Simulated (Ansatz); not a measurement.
`CCCOCCC`, relaxed with RKS PBE-D4/def2-SVP in Ansatz 0.2.0 from a rough embedded geometry. The force threshold is 0.03 eV/Å; the program also tests the step.

The species carries charge 0 and has multiplicity 1.

Start:

```xyz
21

C     0.323   -2.873    1.962
C    -0.260   -1.714    1.164
C     0.612   -1.384   -0.052
O     0.039   -0.452   -0.937
C     0.039    0.884   -0.481
C    -0.428    1.781   -1.623
C    -0.426    3.250   -1.223
H     1.321   -2.627    2.318
H     0.390   -3.766    1.345
H    -0.304   -3.094    2.822
H    -0.343   -0.836    1.808
H    -1.261   -1.969    0.811
H     0.755   -2.288   -0.651
H     1.599   -1.029    0.285
H     1.055    1.170   -0.164
H    -0.632    1.003    0.382
H     0.230    1.622   -2.478
H    -1.432    1.471   -1.915
H    -1.085    3.417   -0.374
H    -0.768    3.866   -2.051
H     0.576    3.570   -0.947
```

Problem. How much energy does the relaxation release, and in how many steps? (An estimate is asked.)

Solution. Ansatz gave: 11.15 kJ/mol, in 3 steps.

Problem. Which bonds change most? (Estimate.)

Solution. Ansatz gave: C1–H9 from 1.088 to 1.111 Å; C1–H8 from 1.088 to 1.111 Å; C7–H19 from 1.088 to 1.111 Å; C7–H21 from 1.088 to 1.110 Å.

Problem. Give the relaxed structure. (An estimate is asked.)

Solution. Ansatz gave: 
```xyz
21

C     0.325   -2.873    1.985
C    -0.265   -1.736    1.150
C     0.599   -1.401   -0.072
O     0.029   -0.457   -0.956
C     0.050    0.880   -0.495
C    -0.423    1.794   -1.619
C    -0.433    3.271   -1.224
H     1.337   -2.618    2.363
H     0.422   -3.805    1.389
H    -0.308   -3.105    2.865
H    -0.389   -0.832    1.785
H    -1.282   -2.004    0.788
H     0.754   -2.323   -0.673
H     1.612   -1.060    0.266
H     1.087    1.166   -0.175
H    -0.604    1.019    0.402
H     0.233    1.628   -2.500
H    -1.440    1.466   -1.927
H    -1.101    3.457   -0.356
H    -0.786    3.910   -2.057
H     0.581    3.624   -0.941
```
